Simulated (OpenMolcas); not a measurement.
# A workflow on BCl2 (SMILES Cl[B]Cl)

Aim: a single-point energy (UHF/STO-3G), then the energy (CASSCF(3,3)/STO-3G), then a single-point energy (CASPT2(3,3)/STO-3G), then a single-point energy (SC-NEVPT2(3,3)/STO-3G), then the energy (MRCI(3,3)/STO-3G) of BCl2. 

The results are computed with OpenMolcas 26.06.

3 further runs of the same task are left out: 1 for a known fault of the program, 2 set aside as unsound or not needed.

### Step 1. Starting point

BCl2: 3 atoms, total charge 0, spin state doublet. SMILES: `Cl[B]Cl`. The Cl1–B2 distance was set to 3.009 Å, away from the relaxed value. At this shape a bond of the SMILES string is far longer than usual.

Bond lengths: B2–Cl3 1.720 Å. A long bond or contact: Cl1–B2 3.009 Å.

### Step 2. A single-point energy at UHF/STO-3G (run 1)

Input file geom.xyz:

```xyz
3

Cl     0.998029    -2.632038     0.245168
B     -0.463900    -0.050300    -0.256900
Cl     0.081500     1.511100     0.213700
```

Input file step1.inp:

```
&GATEWAY
BasLib=$CurrDir
Coord=geom.xyz
Basis=STO-3G
Group=NoSym
&SEWARD
&SCF
UHF
Spin=2
Scramble=0.25
PrOrbitals=1 1
```

The basis set STO-3G is read from a file made from the Basis Set Exchange's data (not shown).

Run with:

```bash
export MOLCAS_MEM=1860
pymolcas step1.inp > step1.log
```

Log:

```text
--- Start Module: gateway ---
[...]
--- Stop Module: gateway /rc=_RC_ALL_IS_WELL_ ---
--- Start Module: seward ---
[...]
      Basis functions           23
--- Stop Module: seward /rc=_RC_ALL_IS_WELL_ ---
--- Start Module: scf ---
[...]
       Convergence after  37 Iterations
[...]
::    Total SCF energy                               -933.4026955937
[...]
      Total spin, S                                     0.6516182383
[...]
      Total electronic charge=   39.000000
      Total            charge=   -0.000000
[...]
      Dipole Moment (debye):
      Origin of the operator (angstrom)=    0.4033   -0.4911    0.1633
                   X= -5.2647E-01               Y= -7.1633E-02               Z= -2.9333E-01           Total=  6.0691E-01
      Quadrupole Moment (debye*angstrom):
[...]
--- Stop Module: scf /rc=_RC_ALL_IS_WELL_ ---
[...]
```

It took 2.2 s on 1 thread of Arm Neoverse V1, shared host; peak memory 0.37 GiB.

### Step 3. The energy at CASSCF(3,3)/STO-3G (run 2)

geom.xyz is that of step 2.

Input file step2.inp:

```
* BCl2 CASSCF
>>> EXPORT MOLCAS_PRINT=2
&GATEWAY
BasLib
$CurrDir
Coord
geom.xyz
Basis
STO-3G
Group
NoSym
&SEWARD
&RASSCF
FileOrb
$CurrDir/step1.UnaOrb
Spin
2
Nactel
3 0 0
Inactive
18
Ras2
3
OrbListing
Nothing
```

The basis set STO-3G is read from a file made from the Basis Set Exchange's data (not shown).

Run with:

```bash
export MOLCAS_MEM=1860
pymolcas step2.inp > step2.log
```

Log:

```text
--- Start Module: gateway ---
[...]
--- Stop Module: gateway /rc=_RC_ALL_IS_WELL_ ---
--- Start Module: seward ---
[...]
      Basis functions           23
--- Stop Module: seward /rc=_RC_ALL_IS_WELL_ ---
--- Start Module: rasscf ---
[...]
      Number of active orbitals                  3
[...]
      Spin quantum number                      0.5
[...]
      Active orbitals                            3
[...]
      Number of CSFs                             8
[...]
      Number of root(s) required                 1
[...]
      Convergence after 17 iterations
[...]
      printout of CI-coefficients larger than  0.05 for root  1
      energy=    -933.416201
      conf/sym  111     Coeff  Weight
             1  2u0   0.97235 0.94546
             4  udu   0.10482 0.01099
             6  uud   0.06066 0.00368
             8  0u2   0.19214 0.03692
      Natural orbitals and occupation numbers for root  1
      sym 1:   1.907860   0.998878   0.093262
      ************************************************************************************************************************
      *                                                    Final results                                                     *
[...]
::    RASSCF root number  1 Total energy:   -933.41620061
[...]
      Total electronic charge=   39.000000
      Total            charge=   -0.000000
[...]
      Dipole Moment (debye):
      Origin of the operator (angstrom)=    0.4033   -0.4911    0.1633
                   X= -4.2921E-01               Y= -1.2232E-01               Z= -2.4619E-01           Total=  5.0970E-01
      Quadrupole Moment (debye*angstrom):
[...]
--- Stop Module: rasscf /rc=_RC_ALL_IS_WELL_ ---
[...]
```

Wall time 1.9 s (1 thread of Arm Neoverse V1, shared host); peak memory 0.37 GiB.

### Step 4. The energy at CASPT2(3,3)/STO-3G (run 3)

geom.xyz is that of step 3.

Input file step3.inp:

```
&GATEWAY
  BasLib = $CurrDir
  Coord = geom.xyz
  Basis = STO-3G
  Group = NoSym

&SEWARD

&RASSCF
  FileOrb = $CurrDir/step2.RasOrb
  Spin = 2
  Nactel = 3 0 0
  Inactive = 18
  Ras2 = 3
  OrbListing = Nothing

&CASPT2
  Imaginary = 0.1
  Frozen = 11
```

The basis set STO-3G is read from a file made from the Basis Set Exchange's data (not shown).

Run with:

```bash
export MOLCAS_MEM=1860
pymolcas step3.inp > step3.log
```

Log:

```text
--- Start Module: gateway ---
[...]
--- Stop Module: gateway /rc=_RC_ALL_IS_WELL_ ---
[...]
      Basis functions           23
[...]
--- Start Module: rasscf ---
[...]
      Number of active orbitals                  3
[...]
      Spin quantum number                      0.5
[...]
      Active orbitals                            3
[...]
      Number of CSFs                             8
[...]
      Number of root(s) required                 1
[...]
      Convergence after  4 iterations
[...]
      printout of CI-coefficients larger than  0.05 for root  1
      energy=    -933.416201
      conf/sym  111     Coeff  Weight
             1  2u0   0.97235 0.94546
             4  udu   0.10482 0.01099
             6  uud   0.06067 0.00368
             8  0u2   0.19214 0.03692
      Natural orbitals and occupation numbers for root  1
      sym 1:   1.907859   0.998878   0.093263
      ************************************************************************************************************************
      *                                                    Final results                                                     *
[...]
::    RASSCF root number  1 Total energy:   -933.41620061
[...]
      Total electronic charge=   39.000000
      Total            charge=   -0.000000
[...]
      Dipole Moment (debye):
      Origin of the operator (angstrom)=    0.4033   -0.4911    0.1633
                   X= -4.2925E-01               Y= -1.2231E-01               Z= -2.4621E-01           Total=  5.0974E-01
      Quadrupole Moment (debye*angstrom):
[...]
--- Stop Module: rasscf /rc=_RC_ALL_IS_WELL_ ---
--- Start Module: caspt2 ---
[...]
      E2 (Variational):          -0.0303587499
      Total energy:            -933.4465593615
[...]
      Reference weight:           0.98095
[...]
::    CASPT2 Root  1     Total energy:   -933.44655936
[...]
```

Run time: 1.7 s. Hardware: 1 thread of Arm Neoverse V1, shared host; peak memory 0.37 GiB.

### Step 5. A single-point energy at SC-NEVPT2(3,3)/STO-3G (run 4)

geom.xyz is that of step 4.

Input file step4.input:

```
&gateway
 baslib=$CurrDir
 coord=geom.xyz
 basis=STO-3G
 group=NoSym

&seward

&rasscf
 fileorb=$CurrDir/step2.RasOrb
 spin=2
 nactel=3 0 0
 inactive=18
 ras2=3
 orblisting=Nothing

&caspt2
 sc-nevpt2
 frozen=11
```

The basis set STO-3G is read from a file made from the Basis Set Exchange's data (not shown).

Run with:

```bash
export MOLCAS_MEM=1860
pymolcas step4.input > step4.log
```

Log:

```text
--- Start Module: gateway ---
[...]
--- Stop Module: gateway /rc=_RC_ALL_IS_WELL_ ---
[...]
      Basis functions           23
[...]
--- Start Module: rasscf ---
[...]
      Number of active orbitals                  3
[...]
      Spin quantum number                      0.5
[...]
      Active orbitals                            3
[...]
      Number of CSFs                             8
[...]
      Number of root(s) required                 1
[...]
      Convergence after  4 iterations
[...]
      printout of CI-coefficients larger than  0.05 for root  1
      energy=    -933.416201
      conf/sym  111     Coeff  Weight
             1  2u0   0.97235 0.94546
             4  udu   0.10482 0.01099
             6  uud   0.06067 0.00368
             8  0u2   0.19214 0.03692
      Natural orbitals and occupation numbers for root  1
      sym 1:   1.907859   0.998878   0.093263
      ************************************************************************************************************************
      *                                                    Final results                                                     *
[...]
::    RASSCF root number  1 Total energy:   -933.41620061
[...]
      Total electronic charge=   39.000000
      Total            charge=   -0.000000
[...]
      Dipole Moment (debye):
      Origin of the operator (angstrom)=    0.4033   -0.4911    0.1633
                   X= -4.2925E-01               Y= -1.2231E-01               Z= -2.4621E-01           Total=  5.0974E-01
      Quadrupole Moment (debye*angstrom):
[...]
--- Stop Module: rasscf /rc=_RC_ALL_IS_WELL_ ---
[...]
      E2 (Variational):          -0.0274710921
[...]
      E2 (Variational):          -0.0274346515
      Total energy:            -933.4436352631
[...]
      Reference weight:           0.98440
[...]
::    SC-NEVPT2 Root  1     Total energy:   -933.44363526
[...]
```

It took 1.7 s on 1 thread of Arm Neoverse V1, shared host; peak memory 0.37 GiB.

### Step 6. The energy at MRCI(3,3)/STO-3G (run 5)

geom.xyz is that of step 5.

Input file step5.inp:

```
* BCl2 MRCI

&gateway
  baslib
  $CurrDir
  coord
  geom.xyz
  basis
  STO-3G
  group
  NoSym

&seward

&rasscf
  fileorb
  $CurrDir/step2.RasOrb
  spin
  2
  nactel
  3 0 0
  inactive
  18
  ras2
  3
  orblisting
  Nothing

&motra
  lumorb
  frozen
  11

&guga
  electrons
  17
  spin
  2
  inactive
  7
  active
  3
  ciall
  1

&mrci
  sdci
```

The basis set STO-3G is read from a file made from the Basis Set Exchange's data (not shown).

Run with:

```bash
export MOLCAS_MEM=1860
pymolcas step5.inp > step5.log
```

Log:

```text
--- Start Module: gateway ---
[...]
      Basis functions           23
[...]
      Number of active orbitals                  3
[...]
      Spin quantum number                      0.5
[...]
      Active orbitals                            3
[...]
      Number of CSFs                             8
[...]
      Number of root(s) required                 1
[...]
      Convergence after  4 iterations
[...]
      printout of CI-coefficients larger than  0.05 for root  1
      energy=    -933.416201
      conf/sym  111     Coeff  Weight
             1  2u0   0.97235 0.94546
             4  udu   0.10482 0.01099
             6  uud   0.06067 0.00368
             8  0u2   0.19214 0.03692
      Natural orbitals and occupation numbers for root  1
      sym 1:   1.907859   0.998878   0.093263
      ************************************************************************************************************************
      *                                                    Final results                                                     *
[...]
::    RASSCF root number  1 Total energy:   -933.41620061
[...]
      Dipole Moment (debye):
      Origin of the operator (angstrom)=    0.4033   -0.4911    0.1633
                   X= -4.2925E-01               Y= -1.2231E-01               Z= -2.4621E-01           Total=  5.0974E-01
      Quadrupole Moment (debye*angstrom):
[...]
--- Start Module: guga ---
[...]
       (But an ACPF correction will be computed)
       USE THE DEFAULT ACPF G-VALUE GFAC=  0.11764705882352941
[...]
                      CI ENERGY:  -933.45944635
[...]
                ACPF CORRECTION:    -0.00216125
[...]
      Total electronic charge=   39.000000
      Total            charge=   -0.000000
[...]
     ACPF CORRECTION:     -0.00216125
[...]
  CI State   1     Total energy:   -933.45944635     QDav:     -0.00246584     QACPF:     -0.00216125
[...]
```

Run time: 2.3 s. Hardware: 1 thread of Arm Neoverse V1, shared host; peak memory 0.37 GiB.

### Step 7. Outcome

```
                                                    quantity          value
                             run 1, UHF/STO-3G: total energy  -933.40270 Eh
                            run 1, UHF/STO-3G: dipole moment         0.61 D
       run 1, UHF/STO-3G: HOMO energy (highest over α and β)       -8.96 eV
        run 1, UHF/STO-3G: LUMO energy (lowest over α and β)        1.82 eV
                                     run 1, UHF/STO-3G: ⟨S²⟩          1.076
                     run 2, CASSCF(3,3)/STO-3G: total energy  -933.41620 Eh
   run 2, CASSCF(3,3)/STO-3G: dipole moment (CASSCF density)         0.51 D
                     run 3, CASPT2(3,3)/STO-3G: total energy  -933.44656 Eh
   run 3, CASPT2(3,3)/STO-3G: dipole moment (CASSCF density)         0.51 D
                  run 4, SC-NEVPT2(3,3)/STO-3G: total energy  -933.44364 Eh
run 4, SC-NEVPT2(3,3)/STO-3G: dipole moment (CASSCF density)         0.51 D
                       run 5, MRCI(3,3)/STO-3G: total energy  -933.45945 Eh
     run 5, MRCI(3,3)/STO-3G: dipole moment (CASSCF density)         0.51 D
```

**Reading.** ⟨S²⟩ (run 1, UHF/STO-3G) is 1.08 where a pure doublet has 0.75: the reference is spin-contaminated. Mulliken charges (run 1, UHF/STO-3G) run from -0.23 on Cl3 to +0.26 on B2. Mulliken charges (run 2, CASSCF(3,3)/STO-3G) run from -0.23 on Cl3 to +0.26 on B2; they depend strongly on the basis. Mulliken charges (run 3, CASPT2(3,3)/STO-3G) of the CASSCF density run from -0.23 on Cl3 to +0.26 on B2; they depend strongly on the basis. Mulliken charges (run 4, SC-NEVPT2(3,3)/STO-3G) of the CASSCF density run from -0.23 on Cl3 to +0.26 on B2; they depend strongly on the basis. Mulliken charges (run 5, MRCI(3,3)/STO-3G) of the CASSCF density run from -0.23 on Cl3 to +0.26 on B2.
